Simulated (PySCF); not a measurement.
An unknown is described by computed data only.

Formula: C3H7ClO.

* 13C NMR: chemical shifts (computed TMS as zero) by class: 81.2 (1 C), 63.3 (1 C), 48.6 (1 C) ppm [GIAO PBE/pcSseg-2]
* Triplet: lowest triplet excitation (Tamm–Dancoff): 6.68 eV [TDA PBE0/def2-SVPD]
* XPS: Cl2p3/2 206.1, C1s 292.4, C1s 292.5, C1s 292.5, O1s 538.8, Cl1s 2828.7 eV [ΔSCF SCAN, pcX-2 on the ionised atom, pcseg-1 elsewhere, spin-free X2C, 2p3/2 from a spin–orbit splitting computed afterwards within the 2p shell]
* UV, first state: lowest singlet excitation: 7.01 eV (177 nm, f = 0.011) [TDDFT PBE0/def2-SVPD]
* NMR, other nuclei: isotropic shieldings of nuclei other than C and H, by class: 293 (1 O), 863 (1 Cl) ppm [GIAO PBE/pcSseg-2]
* Dipole: 1.93 D [PBE0/def2-SVPD]
* Rotational structure: rotational constants A, B, C: 20.429, 1.423, 1.365 GHz [PBE0-D3(BJ)/def2-SVP]

Gas-phase values; electronic properties from PySCF, density fitting. Levels stand in brackets. Geometry: PBE0-D3(BJ)/def2-SVP, one conformer, isolated molecule. NMR classes are plain means over equivalent atoms (diastereotopic ones count apart unless rotation or inversion swaps them), as if these changed places fast.

Problem. Give a SMILES that accounts for the data.

Solution. Numbering: `[CH3:1][O:2][CH2:3][CH2:4][Cl:5]`. Its formula, C3H7ClO, gives 0 degrees of unsaturation, so no ring and no π bond. 3 carbons fall into 3 classes; from least to most shielded: sp3 carbon bound to oxygen [C3] (81.2 ppm), methoxy carbon [C1] (63.3 ppm), sp3 C–Cl carbon [C4] (48.6 ppm). The other shieldings belong to: 293 ppm, ether oxygen [O2]; 863 ppm, alkyl chlorine [Cl5]. The core levels belong to: Cl2p3/2 206.1 eV, alkyl chlorine [Cl5]; C1s 292.4 eV, sp3 C–Cl carbon [C4]; C1s 292.5 eV, methoxy carbon [C1]; C1s 292.5 eV, sp3 carbon bound to oxygen [C3]; O1s 538.8 eV, ether oxygen [O2]; Cl1s 2828.7 eV, alkyl chlorine [Cl5]. The optimised geometry has point group Cs and is an asymmetric top. Structure: 2-chloroethyl methyl ether, `COCCCl`. Computed isomers that give other values at the same levels: `C[C@H](Cl)CO` (core binding energies: Cl2p3/2 205.9, C1s 291.1, C1s 292.5, C1s 292.6, O1s 538.9, Cl1s 2828.5 eV). The assignments are read from this structure; whether some other isomer fits the data as well wasn't checked.

Conformer computed: `[CH3:1][O:2][CH2:3][CH2:4][Cl:5]`: C1–O2–C3–C4 180°, O2–C3–C4–Cl5 -179°.
